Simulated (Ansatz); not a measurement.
Results of r²SCAN (Ansatz, a quantum-chemistry and plane-wave program, plane waves, PAW) for hcp Lu.

The input as run:

Ansatz 0.2 input:
```yaml
crystal:
  lattice:
    - [1.7638836911, -3.0551361717, 0.0]
    - [1.7638836911, 3.0551361717, 0.0]
    - [0.0, 0.0, 5.4903640359]
  atoms:
    - { symbol: Lu, position: [0.3333333333, 0.6666666667, 0.25] }
    - { symbol: Lu, position: [0.6666666667, 0.3333333333, 0.75] }
basis:
  ecutwfc: 560
  ecutrho_ratio: 4
  xc_grid: 3
kpoints:
  mp_grid: { grid: [18, 18, 10] }
hamiltonian:
  xc: r2scan
  dispersion: none
  pseudopotentials: { kind: paw }
scf:
  occupations: { method: fermi_dirac, width: 0.05 }
output:
  forces: true
  stress: true
  eigenvalues: true
relax:
  f_tol: 0.004
  escape_saddle: false
  max_steps: 80
  cell: { stress_tol: 0.02, fix: [volume] }
```

Output (set-up and result lines):

```
Relaxation: its limit of steps is 80 (relax.max_steps)
Crystal: 2 atoms, lattice volume = 59.174 Å³
Basis set: ecut = 560 eV, 1785 PW (Γ), exchange–correlation on 90×90×135 points (27 copies of the dense FFT grid, shifted against one another)
Bands: 30, of which v1, the nominal top of the filled ones, is band 25 counted from 1 (24 counted from 0)
Symmetry: 24 space group operations
Space group: P63/mmc (ITA 194), of the structure as read, at distance tolerance 3.9e-5 Å
k-points: 222 of 3240
Functional: x = r2scan, c = r2scan; τ floored in thin density (d = 2e-4 eV/Å³)
SCF iter   1: F=—  HF=-29487.418811 eV  |F-HF|=—  |Δ(HF+E_count)|=         —  Δρ=9.25e-3  dr2=3.00e-2  dr2_τ=1.92e-2
SCF iter   2: F=—  HF=-29487.415713 eV  |F-HF|=—  |Δ(HF+E_count)|=   3.10e-3  Δρ=6.56e-3  dr2=1.11e-2  dr2_τ=4.69e-3
  ...
Crystal: 2 atoms, lattice volume = 59.174 Å³
Bands: 31, of which v1, the nominal top of the filled ones, is band 25 counted from 1 (24 counted from 0)
Initial density: handed on by an earlier stage of this run
SCF 2 converged in 2 iterations: F = -29487.405230 eV  dr2 = 1.05e-8
Crystal: 2 atoms, lattice volume = 59.174 Å³
SCF 3 converged in 5 iterations: F = -29487.405249 eV  dr2 = 6.54e-9
Crystal: 2 atoms, lattice volume = 59.174 Å³
SCF iter   5: F=—  HF=-29487.405248 eV  |F-HF|=—  |Δ(HF+E_count)|=  4.37e-11  Δρ=2.09e-7  dr2=2.35e-11  dr2_τ=6.99e-13
SCF iter   6: F=-29487.405248 eV  HF=-29487.405248 eV  |F-HF|=2.18e-11  |Δ(HF+E_count)|=  2.55e-11  Δρ=3.86e-8  dr2=4.81e-13  dr2_τ=4.03e-13
SCF 4 converged in 6 iterations: F = -29487.405248 eV  dr2 = 4.81e-13
SCF converged after 6 iterations
Free energy (F): -29487.405248 eV
Internal energy: -29487.376543 eV  (E = F + TS)
E sigma→0 (E₀):  -29487.390896 eV
Fermi energy:    13.386011 eV
--- Forces (eV/Å), atoms counted from 1 ---
  atom   1  Lu    -0.00000000     0.00000000     0.00000000
  atom   2  Lu     0.00000000    -0.00000000     0.00000000
--- Stress (GPa, compression-positive) ---
       -0.896147       0.000000       0.000000
        0.000000      -0.896147       0.000000
        0.000000       0.000000      -0.879212
  P = ⅓ Tr σ = -0.8905 GPa (-8.905 kbar)
```

The cell is one volume of an energy–volume scan, off the minimum.

The PAW data were made under PBE.

Cost on a shared machine: very roughly 110 core-seconds.
